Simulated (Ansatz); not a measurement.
Si2H5 (SMILES [SiH2][SiH3]): methods side by side

The species is Si2H5 (7 atoms), meant as a doublet with charge 0. SMILES: `[SiH2][SiH3]`. Geometry: relaxed at PBE0-D4/def2-TZVP.

```xyz
7

Si   -0.2096   -1.3612   -0.1911
Si    0.3579    0.8892   -0.0620
H    -0.0026   -2.1239    1.0703
H    -1.5736   -1.6246   -0.7256
H     0.2100    1.5028   -1.4080
H    -0.4958    1.6431    0.8986
H     1.7749    1.0068    0.3722
```

Quantity: the vertical ionisation energy (to the singlet cation), in eV. The values are calculated.

```csv
level,kind,program,value (eV),less FCI/STO-3G,CPU time (all runs)
USVWN5/STO-3G,LDA,Ansatz,5.55,+0.68,2.4 s
UBLYP/STO-3G,GGA,Ansatz,5.60,+0.73,4.2 s
UPBE/STO-3G,GGA,Ansatz,5.74,+0.87,4 s
U-wB97M-V/STO-3G,range-separated hybrid,Ansatz,5.55,+0.68,60 s
RPA@PBE/STO-3G,RPA,Ansatz,4.79,-0.08,5.2 s
UMP2/STO-3G,perturbation theory,Ansatz,4.94,+0.07,0.31 s
UCCSD(T)/STO-3G,coupled cluster or CI,Ansatz,4.88,+0.01,0.46 s
UCCSD/STO-3G,coupled cluster or CI,Ansatz,4.88,+0.01,0.44 s
FCI/STO-3G,exact in the basis,Ansatz,4.87,0.00,39 s
```

FCI/STO-3G is exact within its basis and frozen core, so for wave-function methods in that basis the difference is their error; functionals converge differently with the basis, so for them it is only a difference. The values span 4.79 to 5.74 eV. All rows use very small basis sets, so none should be taken for the real molecule's value. CPU times are rough (shared hosts, several kinds of processor and program).
